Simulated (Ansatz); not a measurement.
# Two structures, one formula

Two relaxed structures of CH₄MgS, singlet (PBE0-D4/def2-TZVP; forces vanish, vibrations not checked).

A:

Mg1  (-1.873, -0.068, -1.779)
C2  (0.454, 0.179, 1.295)
S3  (1.259, -0.467, -0.186)
H4  (-0.452, 0.735, 1.046)
H5  (0.176, -0.689, 1.893)
H6  (1.135, 0.801, 1.874)
H7  (1.549, 0.716, -0.752)
(Å)

B:

```json
{"atom": "Mg1", "x (Å)": "-1.2145", "y (Å)": "-0.1225", "z (Å)": "-0.6998"}
{"atom": "C2", "x (Å)": "0.0944", "y (Å)": "0.0598", "z (Å)": "0.9010"}
{"atom": "S3", "x (Å)": "1.4081", "y (Å)": "-0.5064", "z (Å)": "-0.2795"}
{"atom": "H4", "x (Å)": "-2.3108", "y (Å)": "-0.2229", "z (Å)": "-1.9947"}
{"atom": "H5", "x (Å)": "0.0341", "y (Å)": "-0.7685", "z (Å)": "1.6135"}
{"atom": "H6", "x (Å)": "0.4501", "y (Å)": "0.9315", "z (Å)": "1.4485"}
{"atom": "H7", "x (Å)": "1.5386", "y (Å)": "0.6289", "z (Å)": "-0.9891"}
```

Computed with Ansatz 0.2.0 (basis: def2-TZVPP); correlated methods freeze the cores. The outer core shell of Li, Na, Mg and K is correlated. The def2 sets are not built for correlating such inner shells, so the correlated values are less sure here. B3LYP uses VWN-RPA correlation.

Problem. Which structure is lower at CCSD(T), and by how much? (An estimate is asked for; the value comes from the calculation.)

Solution. By the calculation: A, by 51.5 kJ/mol (electronic energy, against the other). By their contacts, A is a complex of CH₄S ([CH3][SH]) + Mg and B is CH₄MgS ([CH2]1[MgH][SH]1).

All methods give the same order:

| method | E(B) − E(A) (kJ/mol) |
| --- | --- |
| PBE-D4 | 54.6 |
| r2SCAN-D4 | 28.2 |
| PBE0-D4 | 55.2 |
| B3LYP-D4 | 60.9 |
| wB97M-V | 54.4 |
| HF | 70.9 |
| MP2 | 43.4 |
| CCSD | 55.3 |
| CCSD(T) | 51.5 |

The T1 diagnostic stays at or below 0.010.

Labels in which every atom is bracketed show which atoms are joined, not bond orders.

For scale, one of the runs: CCSD(T)/def2-TZVPP, 161 basis functions, launched by `ansatz run in.yaml --threads 2 --pin off --events-out ev --progress --plain --max-ram 4352MiB`. Hardware: 2 CPU threads of an Arm Neoverse V2, shared host. Wall time 31 s; peak host memory 1.3 GiB.
